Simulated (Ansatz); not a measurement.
A nudged elastic band was laid between two geometries of C3H6FNO (12 atoms, charge 0, multiplicity 1).

Theory: RKS PBE/def2-SVP (Ansatz 0.2.0).

```
movable images  : 5
climbing image  : yes
spring          : 5.0 eV/Å²
optimiser       : quadratic models (default)
start path      : through a guess of the saddle point
force threshold : 0.05 eV/Å
iteration limit : 60
end points      : relaxed
```

Image 0:

```xyz
12
Properties=species:S:1:pos:R:3
C -0.321 -1.233 1.845
N -0.302 -0.258 1.023
C -0.349 -0.515 -0.392
F -0.270 -1.853 -0.720
O 0.724 0.090 -1.030
C 0.651 1.504 -1.077
H -0.266 -1.016 2.931
H -0.386 -2.299 1.534
H -1.332 -0.130 -0.773
H 1.550 1.853 -1.619
H 0.635 1.952 -0.060
H -0.257 1.850 -1.628
```

Image 6:

```xyz
12
Properties=species:S:1:pos:R:3
C 0.090 -0.687 1.590
N -0.631 -1.246 0.688
C -0.601 -0.781 -0.645
F -0.461 -1.841 -1.487
O 0.488 0.141 -1.013
C 0.541 1.663 -0.259
H 0.013 -1.086 2.622
H 0.728 0.221 1.391
H -1.517 -0.201 -0.893
H 1.337 -0.245 -0.711
H -0.558 1.754 -0.043
H 0.650 2.252 -1.206
```

(1) What changes between the two ends?

(2) What energy profile does the band end with?

(3) What is the geometry of the highest image?

Results:

(1) Bonds broken: C6–H10. Bonds formed: O5–H10.

(2) The forces met the threshold. The highest image is number 5 of 0 to 6, 4.05 eV above the first end and 0.11 eV above the last; the last end lies 3.94 eV above the first. The profile has 2 maxima (images 2, 5) with wells between them (image 3): this band takes more than one step, which may be the mechanism or a detour left from its start path. Neighbouring images differ by up to 3.3 eV, so the band resolves the path poorly. A vibrational analysis at the climbing image gives one clearly imaginary mode, 383i cm⁻¹: a first-order saddle point. The orbitals stay closed-shell, which can raise the energy where a bond breaks towards radicals; this wasn't checked here.

```tsv
image	path coordinate (Å)	energy (eV)	C6–H10 (Å)	O5–H10 (Å)
0	0.00	0.00	1.11	2.03
1	1.41	0.15	1.11	2.03
2	2.82	0.16	1.11	2.04
3	4.23	0.12	1.11	2.03
4	5.64	0.75	1.11	1.83
5	7.05	4.05	2.01	0.98
6	8.00	3.94	2.12	0.98
```

(3) 
```xyz
12
Properties=species:S:1:pos:R:3:forces:R:3
C 0.058 -0.783 1.629 0.00 0.00 0.00
N -0.674 -1.259 0.688 0.00 0.01 -0.01
C -0.699 -0.742 -0.602 -0.01 -0.01 0.01
F -0.702 -1.734 -1.518 0.00 0.00 0.00
O 0.599 0.186 -0.940 0.01 0.00 0.00
C 0.673 1.660 -0.655 0.00 0.00 0.00
H 0.002 -1.254 2.628 0.00 0.00 0.00
H 0.728 0.106 1.518 0.00 0.00 0.00
H -1.498 0.001 -0.794 0.00 0.00 0.00
H 1.366 -0.224 -0.495 0.00 0.00 0.00
H -0.061 1.858 0.159 0.00 0.00 0.00
H 0.285 2.130 -1.584 0.00 0.00 0.00
```

Run time: 4.6 min on 2 threads of Intel(R) Xeon(R) Platinum 8488C (Sapphire Rapids) (shared host), peak memory 0.17 GiB.
